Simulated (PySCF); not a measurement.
# Broadened absorption spectrum of BH5P2

BH5P2.
Z-matrix (Å and degrees, PBE0-D3(BJ)/def2-SVP geometry), rows numbered from 1:
```
P 
B   1  1.8788
P   2  1.8787  1  124.20
H   1  1.4215  2  103.12  3    30.46
H   1  1.4210  2  102.20  3   132.73
H   2  1.2074  1  117.90  3   179.99
H   3  1.4210  2  102.18  1   132.72
H   3  1.4214  2  103.18  1    30.41
```

Computed with TDDFT CAM-B3LYP/def2-SVPD, vertical, gas phase, core orbitals frozen in the response (PySCF 2.14.0, density-fitted response routines).

Each state is given a Gaussian of 0.3 eV full width at half maximum, with ε(max) = 2.175×10⁸ f / Δν̃ (Δν̃ the width in cm⁻¹). The width is an assumption, not a result. The curve ends short of the highest state used, and states not computed would add to its high-energy end.

| E (eV) | ε (L mol⁻¹ cm⁻¹) |
| --- | --- |
| 4.46 | 23 |
| 4.55 | 239 |
| 4.64 | 1539 |
| 4.73 | 6024 |
| 4.82 | 14338 |
| 4.91 | 20743 |
| 5.00 | 18240 |
| 5.09 | 9747 |
| 5.18 | 3165 |
| 5.27 | 625 |
| 5.35 | 97 |
| 5.44 | 7 |
| 5.53 | 0 |
| 5.62 | 1 |
| 5.71 | 9 |
| 5.80 | 72 |
| 5.89 | 334 |
| 5.98 | 947 |
| 6.07 | 1630 |
| 6.16 | 1704 |
| 6.25 | 1090 |
| 6.34 | 472 |
| 6.43 | 423 |
| 6.51 | 1343 |
| 6.60 | 4598 |
| 6.69 | 10575 |
| 6.78 | 15733 |
| 6.87 | 14945 |
| 6.96 | 9048 |
| 7.05 | 3539 |

Question: Locate the maxima and give the states behind the curve.

Answer: 251 nm (4.93 eV), ε about 21000, made up of S2 (92%); 202 nm (6.12 eV), ε about 1800, made up of S3 (100%); 182 nm (6.82 eV), ε about 16000, made up of S6 (67%) and S7 (24%) (ε in L mol⁻¹ cm⁻¹; maxima over ε = 5, shares over 10%). The states used: S1 4.91 eV (f 0.020); S2 4.93 eV (f 0.214); S3 6.12 eV (f 0.020); S4 6.45 eV (f 0.0003); S5 6.71 eV (f 0.018); S6 6.81 eV (f 0.122); S7 6.85 eV (f 0.046); S8 6.97 eV (f 0.0061); S9 7.48 eV (f 0.028); S10 7.65 eV (f 0.364).

Question: On this curve, what absorbance would a 10⁻³ mol/L sample give at 248 nm over a 1 cm path?

Answer: 248 nm is 4.999 eV, where ε is about 18000 L mol⁻¹ cm⁻¹, so A = ε c l ≈ 18 (Beer–Lambert, with the gas-phase spectrum and the assumed width).

Question: Coming from long wavelengths, where does ε first pass 100 L mol⁻¹ cm⁻¹?

Answer: At about 275 nm (4.52 eV), 0.40 eV below S1.

Question: What would ε be at 4.93 eV, the highest of these maxima, with half the width (0.15 eV)?

Answer: About 41900 L mol⁻¹ cm⁻¹ against 21000, a factor of about 1.99; a lone state at its own centre would give exactly 2.

The vertical ionisation energy (ΔSCF) is 9.42 eV, 1.77 eV above S10.

One conformer stands for the species.
